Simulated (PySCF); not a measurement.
How the functional moves excitation energies

Species: PH3O.
SMILES with atom numbers: `[O:1]=[PH3:2]` (hydrogens: H3, H4, H5 on P2)

Linear-response calculations in the def2-SVPD basis (PySCF; singlets by full response, triplets Tamm–Dancoff, core orbitals frozen in the response; HF means time-dependent Hartree–Fock). 'Strongest' is the level of largest summed f among the singlets computed (10 roots, of which the last may lack a degenerate partner); it can jump between rows when another state enters that window. S1 is the lowest singlet of each run and needn't be the same state throughout; f(S1) is that of one state. Geometry: PBE0-D3(BJ)/def2-SVP; no solvent, vibrations or thermal averaging.

```tsv
functional	kind	S1 (eV)	f(S1)	strongest (eV)	T1 (eV)	HOMO (eV)	gap (eV)	ionisation energy, ΔSCF (eV)
LDA	LDA	5.98	0.018	8.93	5.62	-7.02	5.82	11.15
PBE	GGA	6.08	0.022	9.04	5.65	-6.92	5.94	10.95
B3LYP	global hybrid, 20% exact exchange	6.44	0.023	9.53	6.00	-8.16	7.79	11.00
BHandHLYP	global hybrid, 50% exact exchange	6.99	0.022	10.27	6.49	-9.85	10.50	10.72
CAM-B3LYP	range-separated hybrid	6.68	0.019	9.81	6.21	-9.82	10.62	11.01
wB97X-D	range-separated hybrid	6.79	0.019	9.99	6.40	-10.33	12.09	11.00
LC-wPBE	range-separated hybrid	7.00	0.016	10.20	6.48	-11.16	13.19	11.08
HF	Hartree–Fock	7.90	0.023	11.33	7.26	-12.20	14.61	not settled
```

Problem. What does PBE0 (global hybrid, 25% exact exchange) give?

Solution. S1 (eV) 6.57, f(S1) 0.020, strongest (eV) 9.75, T1 (eV) 6.08, HOMO (eV) -8.41, gap (eV) 8.35, ionisation energy, ΔSCF (eV) 10.92. S1 runs from 5.98 eV (LDA) to 7.90 eV (HF), a spread of 1.91 eV, while the orbital gap spreads over 8.8 eV. Along PBE (0%), B3LYP (20%), PBE0 (25%), BHandHLYP (50%), HF (100%) S1 rises with the share of exact exchange. −ε(HOMO) comes closest to its own ΔSCF ionisation energy with LC-wPBE (+0.08 eV) and misses most with LDA (-4.12 eV). 'Not settled' means that the ion's SCF failed to converge or may have ended in another state than the lowest.
